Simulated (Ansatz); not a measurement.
## Cost against result

Saddle point of CH$_{5}$AlO, singlet (CH₅AlO ([CH3][AlH][OH]) → CH₃Al ([CH3][Al]) + H₂O (still joined by a long Al–O bond); bonds formed: O2–H3; bonds broken: Al1–H3; bonds weakened to dative contacts: Al1–O2), PBE0-D4/def2-TZVP structure:

| atom | x (Å) | y (Å) | z (Å) |
| --- | --- | --- | --- |
| Al1 | -0.5226 | -0.8457 | 0.0463 |
| O2 | 0.0449 | -0.7211 | -1.7235 |
| H3 | -0.2314 | -1.9103 | -1.2839 |
| C4 | -0.1183 | 0.7472 | 1.1237 |
| H5 | 0.8909 | -0.4907 | -2.1397 |
| H6 | -0.6090 | 0.7564 | 2.1001 |
| H7 | 0.9634 | 0.8127 | 1.2956 |
| H8 | -0.4176 | 1.6516 | 0.5813 |

Barriers are electronic and count from the start structure reached by relaxing down the imaginary mode.

Program: Ansatz 0.2.0. Basis: as named in each row. Cores are frozen in the correlated methods. B3LYP uses VWN-RPA correlation. Extrapolation: Hartree–Fock as exp(−7.88 √X), correlation as X^−2.97.

Times are rough, for one single point on 2 threads of a shared host (Arm Neoverse V1).

The estimate by CCSD(T) at an estimated basis limit (MP2 extrapolated from triple and quadruple zeta, plus CCSD(T) − MP2 in triple zeta) is 3.287 eV.

| method | basis | time (s) | barrier (eV) | method less estimate |
| --- | --- | --- | --- | --- |
| HF | STO-3G | under 1 | 5.512 | 2.225 |
| PBE-D4 | STO-3G | under 1 | 3.758 | 0.471 |
| SPW92 | def2-SVP | under 1 | 2.593 | -0.695 |
| B3LYP-D4 | 6-31G | under 1 | 2.776 | -0.511 |
| PBE-D4 | def2-SVP | under 1 | 2.774 | -0.513 |
| PBE0-D4 | def2-SVP | under 1 | 3.089 | -0.198 |
| SPW92 | def2-TZVPP | 1 | 2.621 | -0.667 |
| CCSD(T) | def2-SVP | 2 | 3.322 | 0.035 |
| PBE-D4 | def2-TZVPP | 2 | 2.797 | -0.491 |
| BLYP-D4 | def2-TZVPP | 2 | 2.932 | -0.356 |
| PBE0-D4 | def2-TZVPP | 2 | 3.105 | -0.182 |
| B3LYP-D4 | def2-TZVPP | 2 | 3.171 | -0.116 |
| BHLYP-D4 | def2-TZVPP | 2 | 3.516 | 0.228 |
| CAM-B3LYP-D4 | def2-TZVPP | 3 | 3.315 | 0.028 |
| wB97M-V | def2-SVP | 4 | 3.212 | -0.076 |
| r2SCAN-D4 | def2-TZVPP | 4 | 3.109 | -0.178 |
| r2SCAN0-D4 | def2-TZVPP | 4 | 3.299 | 0.011 |
| PBE-QIDH | def2-TZVPP | 4 | 3.355 | 0.067 |
| B2PLYP | def2-TZVPP | 4 | 3.264 | -0.023 |
| RPA on PBE | def2-TZVPP | 4 | 3.186 | -0.101 |
| wB97X-V | def2-TZVPP | 8 | 3.381 | 0.093 |
| B97M-V | def2-TZVPP | 8 | 3.246 | -0.041 |
| wB97M-V | def2-TZVPP | 9 | 3.251 | -0.036 |
| MP2 | def2-QZVPP | 16 | 3.357 | 0.070 |
| CCSD(T) | def2-TZVPP | 31 | 3.294 | 0.006 |

All methods are single points on the PBE0-D4 structures.

T1 diagnostic: at most 0.017. The restricted Hartree–Fock reference is unstable towards an unrestricted one at one or more of these structures.

Labels in which every atom is bracketed show which atoms are joined, not bond orders.
